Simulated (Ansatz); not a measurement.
**C2H6Al+ (SMILES [CH2+][CH2][AlH2]): functionals against CCSD(T) at one geometry**

How do the functionals fare away from a minimum? The structure is a structure displaced at random from a GFN2-xTB minimum.

Computed with Ansatz 0.2.0, Gaussian basis. Level: single points in def2-TZVPP.

Cores are frozen in the correlated methods. B3LYP uses VWN-RPA correlation.

### Step 1. The system as given

9 atoms, charge 1, spin multiplicity 1.

Atoms are counted from 1 here; the program's logs count them from 0.

Bond lengths: C1–C2 1.392 Å, C1–H4 1.132 Å, C1–H5 1.126 Å, C2–Al3 2.283 Å, C2–H6 1.114 Å, C2–H7 1.155 Å, Al3–H8 1.566 Å, Al3–H9 1.581 Å. Angles: C2–C1–H4 122.6°, C2–C1–H5 121.8°, H4–C1–H5 115.3°, C1–C2–Al3 103.2°, C1–C2–H6 121.5°, C1–C2–H7 118.1°, Al3–C2–H6 92.0°, Al3–C2–H7 92.6°, H6–C2–H7 117.2°, C2–Al3–H8 116.5°, C2–Al3–H9 114.2°, H8–Al3–H9 129.3°.

As a file:

```xyz
9
charge 1, multiplicity 1
C    -0.8229    0.7353   -0.8692
C     0.4990    0.4111   -0.5775
Al    0.3095   -0.9674    1.2319
H    -1.4512    0.1377   -1.5971
H    -1.3026    1.6765   -0.4781
H     1.1611    1.1138   -0.0219
H     1.0108   -0.4065   -1.2124
H     0.2022   -2.5005    0.9328
H     0.3518   -0.2196    2.6246
```

### Step 2. CCSD(T)/def2-TZVPP

File run/in.yaml:

```yaml
crystal:
  periodic: [false, false, false]
  atoms:
    - {symbol: C, position_ang: [-0.822900, 0.735300, -0.869200]}
    - {symbol: C, position_ang: [0.499000, 0.411100, -0.577500]}
    - {symbol: Al, position_ang: [0.309500, -0.967400, 1.231900]}
    - {symbol: H, position_ang: [-1.451200, 0.137700, -1.597100]}
    - {symbol: H, position_ang: [-1.302600, 1.676500, -0.478100]}
    - {symbol: H, position_ang: [1.161100, 1.113800, -0.021900]}
    - {symbol: H, position_ang: [1.010800, -0.406500, -1.212400]}
    - {symbol: H, position_ang: [0.202200, -2.500500, 0.932800]}
    - {symbol: H, position_ang: [0.351800, -0.219600, 2.624600]}
basis:
  gaussian: {orbitals: def2-TZVPP}
total_charge: 1
correlation: {method: ccsd_t}
output: {forces: true}
```

The command line of these runs was not kept.

### Step 3. PBE0-D4/def2-TZVPP

run/in.yaml, as its differences from that of step 2:

```diff
@@ -15,3 +15,3 @@
 total_charge: 1
-correlation: {method: ccsd_t}
-output: {forces: true}
+hamiltonian: {xc: pbe0, dispersion: d4}
+output: {forces: true, orbitals: {seedname: orbitals}}
```

### Step 4. wB97M-V/def2-TZVPP

run/in.yaml, as its differences from that of step 3:

```diff
@@ -15,3 +15,3 @@
 total_charge: 1
-hamiltonian: {xc: pbe0, dispersion: d4}
-output: {forces: true, orbitals: {seedname: orbitals}}
+hamiltonian: {xc: {name: wB97M-V}}
+output: {forces: true}
```

### Step 5. r2SCAN-D4/def2-TZVPP

run/in.yaml, as its differences from that of step 4:

```diff
@@ -15,3 +15,3 @@
 total_charge: 1
-hamiltonian: {xc: {name: wB97M-V}}
+hamiltonian: {xc: r2scan, dispersion: d4}
 output: {forces: true}
```

### Step 6. PBE-D4/def2-TZVPP

run/in.yaml, as its differences from that of step 5:

```diff
@@ -15,3 +15,3 @@
 total_charge: 1
-hamiltonian: {xc: r2scan, dispersion: d4}
+hamiltonian: {xc: pbe, dispersion: d4}
 output: {forces: true}
```

### Step 7. B3LYP-D4/def2-TZVPP

run/in.yaml, as its differences from that of step 6:

```diff
@@ -15,3 +15,3 @@
 total_charge: 1
-hamiltonian: {xc: pbe, dispersion: d4}
+hamiltonian: {xc: {name: B3LYP}, dispersion: d4}
 output: {forces: true}
```

### Step 8. r2SCAN0-D4/def2-TZVPP

run/in.yaml, as its differences from that of step 7:

```diff
@@ -15,3 +15,3 @@
 total_charge: 1
-hamiltonian: {xc: {name: B3LYP}, dispersion: d4}
+hamiltonian: {xc: {name: r2SCAN0}, dispersion: d4}
 output: {forces: true}
```

(Steps that only read results are left out.)

Before running it: what results should come out? Wanted: energy less free atoms, CCSD(T)/def2-TZVPP; RMS force component; RMS force error; HOMO and LUMO, PBE0-D4; T1 diagnostic.

As calculated:

| quantity | value |
| --- | --- |
| energy less free atoms, CCSD(T)/def2-TZVPP | -23.266 eV |
| RMS force component | 0.511 to 0.676 eV/Å over the methods |
| RMS force error | PBE0-D4 0.163, wB97M-V 0.169, r2SCAN-D4 0.131, PBE-D4 0.163, B3LYP-D4 0.127, r2SCAN0-D4 0.184 eV/Å |
| HOMO and LUMO, PBE0-D4 | -13.91 and -8.23 eV |
| T1 diagnostic | 0.015 |

In words: Against CCSD(T) the functionals' energies less atoms differ by -0.949 to -0.313 eV, PBE-D4 by -0.949 eV. A larger basis would deepen the CCSD(T) value, while the functionals are nearly converged already, so the order here is not reliable. For forces B3LYP-D4 does best and r2SCAN0-D4 worst. Frozen-core CCSD(T) forces in triple zeta carry basis errors of their own, and this is one geometry, so small gaps rank nothing.
